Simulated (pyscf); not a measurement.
PySCF, gas phase, ωB97X-D3(BJ)/def2-SVP geometries. Correlated levels are frozen-core, on RHF or UHF. ΔMP2 is the change of the MP2 total energy from the triple- to the quadruple-zeta basis.

Problem. PBE/def2-TZVP puts the barrier of H₃Si–O–AsH₂ -> O=AsH + SiH₄ (elimination; singlet surface; As–H, O–Si broken, H–Si formed) at 2.58 eV and the reaction energy at +2.36 eV, from the reactant's lowest minimum found. What do r²SCAN/def2-TZVP, B3LYP-D3(BJ)/def2-TZVP, CCSD(T)/def2-TZVPP + ΔMP2(QZVPP) give on the same structures?

Solution. r²SCAN: ΔE‡ = 2.82 eV, ΔE = +2.65 eV; B3LYP-D3(BJ): ΔE‡ = 2.91 eV, ΔE = +2.59 eV; CCSD(T): ΔE‡ = 2.95 eV, ΔE = +2.57 eV. PBE's barrier lies under all of them, by 0.24 to 0.37 eV. Its reaction energy lies under all of them, by 0.21 to 0.29 eV. At the saddle there is also a short As–Si contact that neither side keeps. H₃Si–O–AsH₂ lies 0.46 eV over its isomer HO–SiH₂–AsH₂, and others may lie lower still (electronic energy, ωB97M-D3(BJ)). O=AsH lies 0.32 eV over its isomer HO–As: [triplet], and others may lie lower still (electronic energy, ωB97M-D3(BJ)). One saddle was located; it need not be the lowest between these sides. The CCSD(T) − MP2 part came from Ansatz, without density fitting, on the same reference. The frozen core leaves the outer d or s,p core shells of the metals and heavy elements correlated in the MP2 and CC values, and def2-TZVPP describes them poorly, which can shift differences by a few kcal/mol. Elements up to Kr have no core potential and no relativistic terms here.
